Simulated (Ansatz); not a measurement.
# FH2MgN: molecular dynamics

Aim: follow the molecule's vibrations and see whether its bonds hold. The start is relaxed first. Runs: 500 steps of 0.5 fs under a Langevin thermostat at 200 K. SMILES of the start: [NH2][Mg][F].

Method: RKS r2SCANh-D4/def2-SVP, in Ansatz 0.2.0.

**1. The structure to begin with**

Bond lengths: N1–Mg2 2.014 Å, Mg2–F3 1.936 Å, N1–H4 1.105 Å, N1–H5 1.083 Å. Angles: N1–Mg2–F3 179.6°, Mg2–N1–H4 107.0°, Mg2–N1–H5 109.5°, H4–N1–H5 104.5°.

Coordinates:

```xyz
5

N    -0.8703    0.6118    0.0032
Mg    0.5810   -0.7489    0.3175
F     1.9690   -2.0666    0.6126
H    -0.3933    1.6080    0.0376
H    -1.2366    0.5221   -1.0123
```

**2. Preparing the start**

Contents of input.yaml:

```yaml
crystal:
  periodic: [false, false, false]
  atoms:
    - { symbol: "N", position_ang: [-0.8703, 0.6118, 0.0032] }
    - { symbol: Mg, position_ang: [0.581, -0.7489, 0.3175] }
    - { symbol: F, position_ang: [1.969, -2.0666, 0.6126] }
    - { symbol: H, position_ang: [-0.3933, 1.608, 0.0376] }
    - { symbol: H, position_ang: [-1.2366, 0.5221, -1.0123] }
basis:
  gaussian: { orbitals: def2-SVP }
hamiltonian:
  xc: r2scanh
  dispersion: d4
relax:
  f_tol: 0.02
  max_steps: 40
scf:
  lower_state_search: "off"
```

Launch:

```console
$ ansatz run input.yaml --threads 1 --pin off --max-ram 2048MiB --backend cpu --events-out ev --progress --plain --runs-dir out
```

Further steps of the session: The run.

What does the calculation give? Wanted: relaxation of the start; temperature, first and last step; temperature, second half; potential energy, second half; bonds formed or broken.

As calculated:

```
                        quantity                         value
         relaxation of the start       6 moves, 0.672 eV lower
                          length           500 steps of 0.5 fs
temperature, first and last step                 160 and 229 K
        temperature, second half  mean 195 K, from 79 to 363 K
   potential energy, second half   +15 meV/atom from the start
          bonds formed or broken                             0
```

In words: Against a set 200 K the second half averages 195 K with a spread of 61 K. No bond forms or breaks. 250 fs on 5 atoms is far too short and small for converged averages. The nuclei move classically, without zero-point motion, which matters most for hydrogen.
